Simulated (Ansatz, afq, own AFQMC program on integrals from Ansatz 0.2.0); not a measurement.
AFQMC on a folder of integrals that Ansatz 0.2.0 wrote.

```yaml
crystal:
  periodic: [false, false, false]
  atoms:
    - {symbol: Al, position_ang: [0.000000, -0.021076, 0.664322]}
    - {symbol: N, position_ang: [0.000000, 0.038158, -0.948564]}
    - {symbol: H, position_ang: [0.000000, 0.096278, 2.218682]}
    - {symbol: H, position_ang: [0.000000, -0.113360, -1.934441]}
basis:
  gaussian: {orbitals: cc-pVDZ}
magnetization: {spin_polarized: false}
correlation: {method: ccsd_t, electrons: outside_noble_gas, hamiltonian_folder: ham}
```

```sh
$ ansatz run in.yaml --threads 1 --pin off --events-out ev --progress --plain --max-ram 1843MiB
```

Options of the walk:

```
--method phaseless --trial cisd --walkers 40 --populations 1 --least-time 40 --time-step 0.005 --steps-per-block 10 --equilibration-blocks 200 --max-blocks 800 --target-error 0.00076 --factor-cut 1e-05 --seed 6570 --release-times 0.2,0.4 --release-step 0.1 --release-every 20 --taylor-order 8
```

Times are imaginary, in 1/Eh. The walk had a cap of 214 s.

```
orbitals 36  electrons 5 5  factors 265 of 404
reference energy -297.46009485 Eh
CCSD correlation -0.25686230 Eh in 12 cycles, weight of the determinant in the CISD state 0.8729
energy of the start -297.716957 Eh
 block  time / (1/Eh)  mean weight  energy / Eh
     1     0.050  0.9979  -297.714954
     2     0.100  1.0016  -297.713946
     3     0.150  1.0012  -297.713625
     4     0.200  0.9987  -297.713026
     5     0.250  0.9999  -297.712899
     8     0.400  1.0019  -297.715919
    26     1.300  1.0009  -297.715314
   101     5.050  0.9967  -297.719294
   176     8.800  1.0026  -297.732193
   251    12.550  0.9999  -297.713508
   326    16.300  0.9987  -297.755202
   401    20.050  1.0008  -297.717537
   476    23.800  1.0003  -297.727203
   551    27.550  1.0010  -297.753658
   626    31.300  1.0001  -297.731385
   701    35.050  1.0006  -297.749255
   776    38.800  1.0001  -297.723908
   851    42.550  1.0009  -297.727683
   926    46.300  1.0029  -297.727539
   976    48.800  0.9990  -297.724921
blocks merged  error / Eh  count
     1  0.000342  800
     2  0.000465  400
     4  0.000615  200
     8  0.000811  100
    16  0.001006  50
    32  0.001105  25
    64  0.001035  12
released: time / (1/Eh)  energy / Eh  error  mean overlap
  0.20  -297.728912  0.001581  1.0091
  0.40  -297.728691  0.001384  1.0062
energy -297.727998 +/- 0.001105 Eh
(rows thinned)
```

(1) Estimate how long the walk took on 1 thread of Arm Neoverse V1 (shared host).

The run passed its tests (sampling time, drift between the halves within three errors, error under three times the target), which doesn't prove that it has relaxed.

Against this walk (error 30.1 meV) on the same determinant: CCSD(T) 9.6 meV higher (within the noise), CCSDT(Q) 52.2 meV lower (within the noise). The error is statistical and leaves out the bias of the constraint. None of these is a sure reference here. Released to 0.40 1/Eh the energy moves by -19 ± 48 meV (both errors), within twice the noise.

Cautions: constraint bias not in the error; error above the target (30.1 against 20.7 meV); higher spins were not checked; raised T1 diagnostic (T1 0.030, weight of the determinant 0.87, largest double 0.07); the bias of populations of 40 walkers isn't removed.

## Answers

(1) 110 s of wall time.

CCSDT and higher add their correlation energy to the determinant of the CCSD(T) run, since their own runs factorise the integrals more tightly (a shift of under 2 meV). A walk keeps the symmetry of its determinant, which the program's search chose and which needn't be the lowest solution, so a lower state of the same spin and another symmetry isn't excluded.
